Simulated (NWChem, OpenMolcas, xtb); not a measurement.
**AlNH3O (SMILES [NH2][Al][OH]): methods side by side**

AlNH3O: 6 atoms, total charge 0, spin state doublet. SMILES: `[NH2][Al][OH]`. The shape is that of a PBE0-D4/def2-TZVP optimisation. This is one conformer, not always the lowest.

```xyz
6

N    -0.9239    0.2402   -0.7608
Al    0.5952    0.6013    0.0707
O     1.1941   -0.6185    1.1012
H    -1.4343   -0.6236   -0.6572
H    -1.3947    0.8616   -1.3968
H     2.0057   -0.5251    1.5968
```

Quantity: the energy change with the N1–H5 bond stretched from 1.006 to 1.811 Å, in eV. The values are calculated.

```tsv
level	kind	program	value (eV)	less CCSD(T)/def2-SVPD
GFN-FF	force field	xtb	3.52	-0.21
GFN2-xTB	semi-empirical	xtb	2.94	-0.79
GFN1-xTB	semi-empirical	xtb	3.34	-0.39
UHF/def2-SVPD	Hartree–Fock	NWChem	3.93	+0.20
USVWN5/def2-SVPD	LDA	OpenMolcas	3.72	-0.01
U-revPBE/def2-SVPD	GGA	OpenMolcas	3.66	-0.07
UM06-L/def2-SVPD	meta-GGA	OpenMolcas	3.98	+0.25
UB3LYP/def2-SVPD	global hybrid	OpenMolcas	3.90	+0.17
UMP2/def2-SVPD	perturbation theory	NWChem	4.68	+0.95
ROCCSD(T)/def2-SVPD	coupled cluster or CI	OpenMolcas	3.73	0.00
```

Differences are taken from ROCCSD(T)/def2-SVPD for orientation; it has basis-set and higher-order errors of its own. At this stretch a single reference begins to fail. The first shape isn't each level's own minimum. The values span 2.94 to 4.68 eV. Spin contamination of the reference (⟨S²⟩ at least 0.1 too high) touches UHF/def2-SVPD, UMP2/def2-SVPD.
